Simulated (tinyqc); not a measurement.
Orbital energy against energy difference: ionisation energy by orbital energies and by energy differences in the 6-31g* basis, for N2, spin multiplicity 1. Computed by the program tinyqc with PySCF. 

Geometry (angstrom):

| atom | x | y | z |
|---|---|---|---|
| N | 0.0000 | 0.0000 | 0.0000 |
| N | 0.0000 | 0.0000 | 1.0020 |

CCSD(T) difference in the same basis = 15.4863 eV

IP-EOM-CCSD = 15.4405 eV

The cation is unrestricted; errors are against CCSD(T) in this basis, not against experiment.

First vertical ionisation energy (eV):

| method | -e(HOMO) | E(cation) - E | error of -e(HOMO) | error of the difference |
|---|---|---|---|---|
| HF | 17.320 | 15.47740 | 1.833 | -0.009 |
| LDA | 10.019 | 15.61965 | -5.468 | 0.133 |
| PBE | 9.886 | 15.39388 | -5.600 | -0.092 |
| B3LYP | 11.673 | 15.88287 | -3.813 | 0.397 |
| PBE0 | 11.989 | 15.83245 | -3.497 | 0.346 |
| CAM-B3LYP | 13.618 | 16.06099 | -1.868 | 0.575 |
| LC-wPBE | 15.084 | 16.11815 | -0.403 | 0.632 |

Koopmans errs by +1.83 eV and Delta-HF by -0.01 eV: relaxation, 1.84 eV, lowers the value and the missing correlation difference works against it. The PBE level is off by -5.6 eV through the wrong tail of its potential, though its energy difference is off by -0.09 eV; exact exchange deepens the level, and among the orbital energies LC-wPBE comes closest; among the differences HF does.
